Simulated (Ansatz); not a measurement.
Geometry optimisation, RKS CAM-B3LYP-D4/def2-SVP in Ansatz 0.2.0.

The input (input.yaml):

```yaml
crystal:
  periodic: [false, false, false]
  atoms:
    - { symbol: B, position_ang: [0.0, 0.0, 0.0] }
    - { symbol: Cl, position_ang: [0.0, 0.0, 1.86] }
    - { symbol: H, position_ang: [1.0305, 0.0, -0.595] }
    - { symbol: F, position_ang: [-1.1431, 0.0, -0.66] }
basis:
  gaussian: { orbitals: def2-SVP }
hamiltonian:
  xc: cam_b3lyp
  dispersion: d4
relax:
  f_tol: 0.02
  max_steps: 40
```

Command:

```bash
$ ansatz run input.yaml --threads 1 --pin off --max-ram 2048MiB --backend cpu --events-out ev --progress --plain --runs-dir out
```

Q: Where does it end, and by what steps?

A: The forces met the threshold. After 4 steps the energy has fallen by 0.151 eV; Cl2 moved furthest, 0.09 Å.

```json
{"step": "0", "energy less start (eV)": "0.0000", "largest force component (eV/Å)": "2.232", "accepted": "yes"}
{"step": "1", "energy less start (eV)": "-0.1188", "largest force component (eV/Å)": "1.135", "accepted": "yes"}
{"step": "2", "energy less start (eV)": "-0.1496", "largest force component (eV/Å)": "0.159", "accepted": "yes"}
{"step": "3", "energy less start (eV)": "-0.1508", "largest force component (eV/Å)": "0.080", "accepted": "yes"}
{"step": "4", "energy less start (eV)": "-0.1509", "largest force component (eV/Å)": "0.019", "accepted": "yes"}
```

```xyz
4
Properties=species:S:1:pos:R:3
B 0.003 0.000 0.028
Cl -0.016 0.000 1.772
H 1.037 0.000 -0.581
F -1.137 0.000 -0.615
```

Whether the end is a true minimum wasn't checked by a vibrational analysis.

Run time: 7.2 s on 1 thread of Arm Neoverse V1 (shared host), peak memory 0.12 GiB.
